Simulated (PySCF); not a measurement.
# Electric field gradients and quadrupole coupling constants

Species: C₄H₁₁FN (charge +1).
Z-matrix (Å and degrees, GFN2-xTB geometry), rows numbered from 1:
```
C 
N   1  1.4744
C   2  1.4891  1  113.71
C   3  1.5274  2  111.16  1   174.17
C   4  1.5249  3  112.34  2   -69.91
F   5  1.3855  4  109.10  3    58.04
H   1  1.0880  2  110.30  3  -179.72
H   1  1.0886  2  110.18  3    59.98
H   1  1.0884  2  109.85  3   -59.94
H   2  1.0275  1  109.61  3  -122.26
H   2  1.0339  1  109.85  3   121.06
H   3  1.0927  2  108.04  1    53.26
H   3  1.0917  2  108.43  1   -64.26
H   4  1.0921  3  110.18  2    52.65
H   4  1.0893  3  108.96  2   170.60
H   5  1.0932  4  112.27  3   -59.58
H   5  1.0910  4  111.74  3   176.12
```

Field gradients from the PBE0/pcSseg-1 density (PySCF, non-relativistic), principal values in atomic units, ordered |Vxx| ≤ |Vyy| ≤ |Vzz|:

| atom | Vxx | Vyy | Vzz |
| --- | --- | --- | --- |
| N2 | 0.0491 | 0.0836 | -0.1327 |

Q: Find the asymmetry η = (Vxx − Vyy)/Vzz and the couplings χ = eQV/h (234.96 MHz × Q in barn × V in au), with Q(14N) = 0.02044 b.

A: 
| atom | environment | nucleus | η | χzz (MHz) | χxx (MHz) | χyy (MHz) |
| --- | --- | --- | --- | --- | --- | --- |
| N2 | ammonium nitrogen | 14N | 0.26 | -0.637 | 0.236 | 0.401 |

Q: What is Vzz at N2 in SI units (1 au = 9.71736 × 10²¹ V/m²)?

A: -0.1327 au = -1.289 × 10²¹ V/m².

Q: And the gradient at the other heavy atoms, for which no coupling is worked out here?

A: 
| atom | environment | Vzz (au) | η |
| --- | --- | --- | --- |
| C1 | N-methyl carbon | 0.455 | 0.01 |
| C3 | sp3 carbon bound to nitrogen | 0.449 | 0.12 |
| C4 | chain CH2 carbon | 0.126 | 0.51 |
| C5 | sp3 C–F carbon | 0.605 | 0.25 |
| F6 | alkyl fluorine | 2.942 | 0.11 |

Q: What couplings would deuterons (Q(2H) = 0.00286 b) have in place of the hydrogens, at this geometry?

A: 
```csv
atom,bonded to,bond length (Å),Vzz (au),η,χzz (kHz)
H7,C1,1.088,0.2962,0.09,199
H8,C1,1.089,0.2953,0.10,198
H9,C1,1.088,0.2956,0.10,199
H10,N2,1.028,0.3284,0.02,221
H11,N2,1.034,0.2920,0.01,196
H12,C3,1.093,0.2854,0.09,192
H13,C3,1.092,0.2879,0.09,193
H14,C4,1.092,0.2955,0.05,199
H15,C4,1.089,0.2999,0.04,202
H16,C5,1.093,0.2848,0.07,191
H17,C5,1.091,0.2877,0.08,193
```

The structure is a single GFN2-xTB conformer in the gas phase; no vibrational or solvent corrections. GFN2-xTB bond lengths can be off by several hundredths of an ångström, more for odd bonds, and the gradients follow them. With a basis this small, the couplings can be 20 % off.

The run behind these numbers computed NMR shieldings as well. The run took 27 s on one thread of an Arm Neoverse N1, shared host.
